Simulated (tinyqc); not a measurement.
Inside a calculation. Method: extended Hueckel theory, for SiH2. One step of it, computed by the program tinyqc.

Task: Mulliken analysis. P = C n C^T; charge = valence electrons (H 1, Si 4) minus the sum of (P S)_ii on the atom; overlap population = 2 sum P_ij S_ij between two atoms.

coefficients, order 1Si 3s, 1Si 3px, 1Si 3py, 1Si 3pz, 2H 1s, 3H 1s:
```
[[0.669604, 0.000000, -0.365882, 0.000000, 1.012373, 0.000000],
 [0.000000, 0.000000, 0.000000, 1.000000, 0.000000, 0.000000],
 [0.000000, 0.388091, 0.000000, 0.000000, 0.000000, 1.324975],
 [-0.001141, 0.000000, 0.876532, 0.000000, 0.628055, 0.000000],
 [0.311789, 0.497374, 0.184791, 0.000000, -0.852212, -0.858528],
 [0.311789, -0.497374, 0.184791, 0.000000, -0.852212, 0.858528]]
```

occupations: [2.000000, 2.000000, 2.000000, 0.000000, 0.000000, 0.000000]

overlap S, order 1Si 3s, 1Si 3px, 1Si 3py, 1Si 3pz, 2H 1s, 3H 1s:
```
[[1.000000, 0.000000, 0.000000, 0.000000, 0.420692, 0.420692],
 [0.000000, 1.000000, 0.000000, 0.000000, 0.000000, 0.000000],
 [0.000000, 0.000000, 1.000000, 0.000000, 0.479710, -0.479710],
 [0.000000, 0.000000, 0.000000, 1.000000, 0.217820, 0.217820],
 [0.420692, 0.000000, 0.479710, 0.217820, 1.000000, 0.031860],
 [0.420692, 0.000000, -0.479710, 0.217820, 0.031860, 1.000000]]
```

Give: charges; Overlap populations.

Result:

charges: [0.2489, -0.1245, -0.1245]

Overlap populations:
```
pair      value
2-1    0.748748
3-1    0.748748
3-2   -0.014785
```
